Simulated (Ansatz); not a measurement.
## NF3, singlet in cc-pVDZ: errors against RCCSDT(Q)

Geometry: MP2(full)/6-31G*, from the G2/97 set.

```xyz
4

N     0.0000    0.0000    0.4950
F     0.0000    1.2382   -0.1216
F     1.0723   -0.6191   -0.1216
F    -1.0723   -0.6191   -0.1216
```

Basis cc-pVDZ; Ansatz 0.2.0. Correlated methods freeze the noble-gas cores, which leaves 26 electrons in 52 orbitals. Prefix R: restricted or restricted open-shell reference. Active spaces: valence = (20e, 13o, short of the full valence) chosen from the atoms' valence shells.

Full CI isn't at hand for all of this; RCCSDT(Q) serves as the reference, and is uncertain by about the last step of the cluster series.

```
UHF ⟨S²⟩                          : 0.000
T1 diagnostic (RCCSD)             : 0.0150
largest doubles amplitude (RCCSD) : 0.051
```

```tsv
level	E − E(RHF) (eV)
RMP2	-20.1750
RCCSD	-20.4796
RCCSD(T)	-21.0045
```

(1) Estimate how far RCCSDT(Q) in cc-pVDZ lies from RCCSD(T). The table doesn't fix it; the size of (T) and the diagnostics are the guide.

(1) RCCSDT(Q) in cc-pVDZ lies 3.29 mEh below RCCSD(T), which is 17 % of the (T) step (-19.29 mEh). The diagnostics are small and the rest is a small part of (T), but (T) is large here. The miss exceeds 1 kcal/mol.

The other levels:

```csv
level,E − E(RCCSDT(Q)) (mEh),share of correlation (%),wall time
CISD,114.61,85.22,11 s
BCCD(T),2.83,99.63,1.3 s
RCCSDT,2.46,99.68,–
CASSCF (valence space),625.36,19.33,–
NEVPT2 (valence space),59.06,92.38,7 s (H100)
MRCISD (valence space),68.14,91.21,–
MRCISD+Q (valence space),11.48,98.52,16 s (H100)
```

The correlation energy at RCCSDT(Q), counted from RHF, is -21.094 eV. That run took 6 s on 5 threads of AMD EPYC 7R13 with a whole H100 80 GB, shared host.

Times hold each run's SCF and search for its determinant on a shared host, so for small cases they say little of a method's own cost; rows without a card ran on 1 thread of AMD EPYC 7R13.

Natural occupations of CASSCF (valence space) about the gap: 1.995 1.991 1.951 1.949 1.949 0.067 0.058 0.058; effectively unpaired electrons, Σ n²(2−n)², 0.07.

Atomization energy (electronic, same basis, no zero-point term; atoms at the same level, unrestricted beside the R rows where the molecule is a closed shell, with restricted open-shell steps beyond CCSDT(Q)) at RCCSDT(Q): 688.4 kJ/mol. Errors of other levels:

```csv
level,error (kJ/mol)
RHF,-604.1
RMP2,49.3
CISD,-264.4
RCCSD,-48.8
RCCSD(T),-6.7
BCCD(T),-5.1
RCCSDT,-5.5
```

This basis is far from its limit, so the value isn't to be set against a measured one. Truncated CI isn't size-consistent, which counts against it in atomization.
